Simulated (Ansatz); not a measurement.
# Relaxing a trial structure of H2Si2

The starting geometry of this gas-phase singlet was optimised with GFN2-xTB.

```xyz
4

Si   -0.3343    0.4422    0.8926
Si   -0.3241    0.1725   -1.3431
H    -0.6717    1.9170    0.8911
H     1.1580   -0.1005   -1.4797
```

Q: Where would you expect an optimisation with B3LYP-D4/def2-TZVP to take it?

A: New bonds form, giving a structure with H3 bridging Si2 and Si1, H4 bridging Si1 and Si2, given below by its coordinates. Distances that change by over a tenth: Si1–H3 (1.51 → 1.68 Å), Si2–H4 (1.51 → 1.68 Å). Contacts that close: Si1–H4 (2.85 → 1.68 Å), Si2–H3 (2.86 → 1.68 Å).

The energy falls by 0.94 eV over 13 steps:

```
step  E − E(last) (eV)
   1             0.939
   2             0.911
   4             0.872
   5             0.811
   6             0.714
   8             0.390
   9             0.050
  10             0.033
  12             0.000
  13             0.000
```

Final geometry (Å):

| atom | x (Å) | y (Å) | z (Å) |
| --- | --- | --- | --- |
| Si | 0.0102 | 0.1429 | 0.8162 |
| Si | -0.6309 | 0.5114 | -1.2707 |
| H | -0.4356 | 1.5539 | 0.0279 |
| H | 0.8841 | 0.2231 | -0.6125 |

Frequencies at the end are all real (lowest 524 cm⁻¹). Run with Ansatz 0.2.0, 46 s on 1 thread of AMD EPYC (Zen 3), on a shared host.
